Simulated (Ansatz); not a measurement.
Trigonal Se

The numbers are results of r²SCAN0 (PAW; Ansatz, a quantum-chemistry and plane-wave program), not measurements.

Settings: plane-wave cutoff 520 eV, 9×9×6 k mesh (along the axes of the cell as run), Fermi–Dirac smearing 0.01 eV, scalar-relativistic PAW data made under PBE.

Cell (measured lattice):

```cif
data_Se3
_chemical_formula_sum 'Se3'
_space_group_name_H-M_alt 'P 1'
_space_group_IT_number 1
_cell_length_a 4.36600
_cell_length_b 4.36600
_cell_length_c 4.95400
_cell_angle_alpha 90.000
_cell_angle_beta 90.000
_cell_angle_gamma 120.000
loop_
_space_group_symop_operation_xyz
  'x, y, z'
loop_
_atom_site_label
_atom_site_type_symbol
_atom_site_fract_x
_atom_site_fract_y
_atom_site_fract_z
_atom_site_occupancy
Se1 Se 0.00000 0.22500 0.66667 1
Se2 Se 0.77500 0.77500 0.00000 1
Se3 Se 0.22500 0.00000 0.33333 1
```

```json
{
  "band_gap": "2.57 eV (indirect)",
  "smallest_direct_gap_on_the_k_points_sampled": "2.88 eV",
  "Γ–Γ gap": "4.26 eV"
}
```

Note: cell and atoms aren't relaxed at this level (largest force component 0.34 eV/Å).

Spin–orbit coupling is not included.

Computed values are for the static lattice.

The result took roughly 21 core-minutes.
